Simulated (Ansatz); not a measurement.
Two shapes of singlet NF3.

Shape 1:

```xyz
4

N    -0.0047    0.0139    0.5150
F     1.2402   -0.0272   -0.1564
F    -0.5929    1.0120   -0.0995
F    -0.5885   -1.0924   -0.0959
```

Shape 2:

```xyz
4

N     0.0000    0.0000    0.4298
F     1.1200    0.0000   -0.1114
F    -0.5600    0.9699   -0.1114
F    -0.5600   -0.9699   -0.1114
```

Basis set: 6-31G* (spherical functions). Correlated methods keep 4 orbitals frozen. Charge 0, multiplicity 1.

Computed with Ansatz (development build ahead of 0.2.0); each method stands on the lowest determinant of its kind that the runs found.

**Question.** Which shape is lower in energy, and by how much in each method?

**Answer.**

| method | E(2) − E(1) (eV) |
| --- | --- |
| RHF | 0.458 |
| RHF-MP2 | 1.460 |

Shape 1 is lower. Caution: no unrestricted run beside it, a lower state can exist.
